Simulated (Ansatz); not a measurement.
Two structures of Si$_{2}$H$_{7}$F, singlet, reached by relaxing down either side of one saddle point (PBE0-D4/def2-TZVP). Energies are electronic, without zero-point energy. Ansatz 0.2.0; basis: def2-TZVPP and def2-QZVPP; cores frozen in the correlated methods. Extrapolation: Hartree–Fock as exp(−7.88 √X), correlation as X^−2.97. First:

```
10
angstrom
Si -0.3042 -0.7101 -0.3573
F 1.2997 -0.8295 -0.3660
H -0.8299 -1.6456 -1.3855
H -0.7812 -1.1461 0.9809
Si -0.9337 1.5001 -0.8100
H 2.3654 -1.4595 1.9655
H 2.4379 -1.6227 2.6905
H -0.3935 2.4197 0.2255
H -0.4400 1.9212 -2.1474
H -2.4203 1.5726 -0.7962
```

Second:

Si1  (-0.558, -1.048, 0.429)
F2  (2.671, 0.304, -0.077)
H3  (-1.179, -2.046, -0.481)
H4  (-1.223, -1.109, 1.756)
Si5  (-0.647, 1.109, -0.477)
H6  (2.139, -0.400, 0.208)
H7  (0.857, -1.497, 0.644)
H8  (-0.012, 2.080, 0.449)
H9  (0.031, 1.139, -1.796)
H10  (-2.080, 1.469, -0.655)
(Å)

(1) Which bonds change from the first to the second?

(2) Give the saddle point's structure and its height above each. (Judge from chemistry; the value comes from the calculation.)

The T1 diagnostic stays at or below 0.015.

Results:

(1) Si₂H₅F ([F][SiH2][SiH3]) + H₂ → Si₂H₆ ([SiH3][SiH3]) + HF; bonds formed: Si1–H7, F2–H6; bonds broken: Si1–F2, H6–H7.

(2) Computed: 243.7 kJ/mol above the first and 151.9 kJ/mol above the second (CCSD(T) at an estimated basis limit (MP2 extrapolated from triple and quadruple zeta, plus CCSD(T) − MP2 in triple zeta)).
```
atom    x (Å)    y (Å)    z (Å)
 Si1  -0.0798  -0.8552   0.1985
  F2   1.7376  -0.5090  -0.4841
  H3  -0.1973  -2.0198  -0.7048
  H4  -1.0306  -1.1753   1.3172
 Si5  -0.6878   1.2857  -0.5110
  H6   1.6413  -0.8620   0.6877
  H7   1.0757  -1.1143   1.4170
  H8  -0.1012   2.2714   0.4364
  H9  -0.1884   1.5621  -1.8807
 H10  -2.1694   1.4164  -0.4763
```

Labels in which every atom is bracketed show which atoms are joined, not bond orders.

For scale, one of the runs: CCSD(T)/def2-TZVPP, 213 basis functions, launched by `ansatz run in.yaml --threads 4 --pin off --events-out ev --progress --plain --max-ram 9574MiB`. The run took 39 s on 4 CPU threads of an Arm Neoverse V1 (shared host), with 2.9 GiB of host memory at its peak.
